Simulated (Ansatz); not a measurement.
Basis-set extrapolation for COS+, SMILES `O=C=[S+]` radical (PBE0-D4/def2-TZVP geometry, frozen core, Ansatz). Multiplicity 2, UHF reference.

```tsv
	cc-pV(T+d)Z	cc-pV(Q+d)Z
HF	-509.977814	-509.989787
MP2 correlation	-0.492948	-0.529459
CCSD(T) correlation	-0.538501	-0.572480
```

Energies in hartree. Use E(X) = E(∞) + A·exp(−5.46·√X) for Hartree–Fock and E(X) = E(∞) + B·X^(−3.05) for correlation, with X = 3 and 4.

What is the CCSD(T) energy at the basis-set limit?

HF limit: -509.989787 + (-0.011973) × 0.30130 = -509.99339. Correlation limit: -0.572480 + (-0.033979) × 0.71189 = -0.59667. Total: -510.59006 hartree, 193.6 kJ/mol below CCSD(T)/cc-pV(T+d)Z.
